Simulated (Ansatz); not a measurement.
Reaction: N2H4 (hydrazine, SMILES NN) → N2H4+ (parent SMILES NN, doublet) + e-
Each species at its own B3LYP-D3(BJ)/def2-TZVP minimum (Ansatz, a program for electronic structure).

Quantity: adiabatic ionisation energy (electronic), in eV. Radicals and triplets start from unrestricted determinants; spin-orbit coupling is neglected. CBS(X,Y): correlation extrapolated as X^-3, Hartree-Fock from the larger set. A bracket is a step between two methods taken in the basis named. Functionals run without relativity, which enters their misses. '+ core + X2C': CCSD(T) terms for core correlation (cc-pwCVTZ) and scalar relativity (cc-pVTZ-DK). The spin of H4N2+ (parent SMILES NN, doublet) was assumed, and the state is the lowest solution found for it.

CCSD(T)/CBS(cc-pVTZ,cc-pVQZ) + [CCSDT(Q) - CCSD(T)]/cc-pVTZ + core + X2C (Ansatz) gives 8.05 eV.

### Question
What does PBE/def2-TZVPD (Ansatz) give here, and how do the other levels compare?

### Answer
PBE gives 7.78 eV, 0.27 eV below it. Differences of the others: r2SCAN/def2-TZVPD (Ansatz) -0.33; B3LYP/def2-TZVPD (Ansatz) -0.15; wB97M-V/def2-TZVPD (Ansatz) -0.15; CCSD(T)/CBS(cc-pVTZ,cc-pVQZ) + core + X2C (Ansatz) 0.00 eV.
